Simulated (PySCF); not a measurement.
Molecule: `P(C)(C)(=O)O`, C2H7O2P.

Geometry:
```json
{"atom": "C1", "x (Å)": "0.621", "y (Å)": "-0.153", "z (Å)": "-1.417"}
{"atom": "P2", "x (Å)": "0.422", "y (Å)": "0.187", "z (Å)": "0.344"}
{"atom": "C3", "x (Å)": "-1.056", "y (Å)": "-0.699", "z (Å)": "0.884"}
{"atom": "O4", "x (Å)": "1.636", "y (Å)": "-0.046", "z (Å)": "1.175"}
{"atom": "O5", "x (Å)": "-0.072", "y (Å)": "1.747", "z (Å)": "0.349"}
{"atom": "H6", "x (Å)": "-0.270", "y (Å)": "0.143", "z (Å)": "-1.987"}
{"atom": "H7", "x (Å)": "1.491", "y (Å)": "0.418", "z (Å)": "-1.774"}
{"atom": "H8", "x (Å)": "0.820", "y (Å)": "-1.225", "z (Å)": "-1.562"}
{"atom": "H9", "x (Å)": "-1.231", "y (Å)": "-0.451", "z (Å)": "1.941"}
{"atom": "H10", "x (Å)": "-1.935", "y (Å)": "-0.408", "z (Å)": "0.292"}
{"atom": "H11", "x (Å)": "-0.889", "y (Å)": "-1.782", "z (Å)": "0.800"}
{"atom": "H12", "x (Å)": "0.503", "y (Å)": "2.244", "z (Å)": "0.947"}
```

Geometry PBE0-D3(BJ)/def2-SVP throughout; GIAO in PySCF 2.14.0 with density-fitted response routines, gas phase, one conformer, non-relativistic; equivalent atoms averaged; functional PBE0.

Question: How do the absolute shieldings σ depend on the basis set? (ppm; last column core-seconds on 1 thread of an Arm Neoverse V2, shared host)

Answer: 
| basis set | functions | C1/C3 | P2 | O4 | O5 | H6/H7/H8/H9/H10/H11 | H12 | core-s |
| --- | --- | --- | --- | --- | --- | --- | --- | --- |
| STO-3G | 36 | 225.3 | 603.8 | 283.1 | 339.2 | 31.66 | 34.68 | 2.4 |
| 6-31G | 63 | 181.6 | 362.7 | 201.1 | 239.2 | 31.41 | 31.83 | 4.5 |
| 6-31G* | 88 | 177.3 | 341.2 | 199.3 | 233.2 | 30.96 | 29.93 | 6 |
| def2-SVP | 109 | 176.2 | 345.0 | 194.2 | 238.2 | 30.17 | 29.86 | 7.2 |
| 6-311+G(2d,p) | 185 | 167.4 | 259.4 | 177.2 | 215.7 | 30.19 | 29.63 | 15 |
| def2-TZVP | 203 | 168.2 | 240.3 | 171.9 | 213.4 | 30.20 | 29.51 | 18 |

Question: Which nucleus moves most, in ppm?

Answer: P2 (phosphorus bonded to 2 C, 2 O): from 240.3 ppm with def2-TZVP to 603.8 ppm with STO-3G. The smallest spread is 1.49 ppm, at H6/H7/H8/H9/H10/H11. Proton shifts span only some 12 ppm, so a few tenths of a ppm matter as much there as several ppm in carbon.

Question: Taking the largest basis, def2-TZVP (203 functions), as the yardstick, rank the others by their worst heavy-atom deviation.

Answer: 6-311+G(2d,p) 19.1 ppm (185 functions), 6-31G* 100.9 ppm (88 functions), def2-SVP 104.7 ppm (109 functions), 6-31G 122.4 ppm (63 functions), STO-3G 363.5 ppm (36 functions).

A small basis that lands close on one nucleus may do so by chance; judge by the trend and by all nuclei.
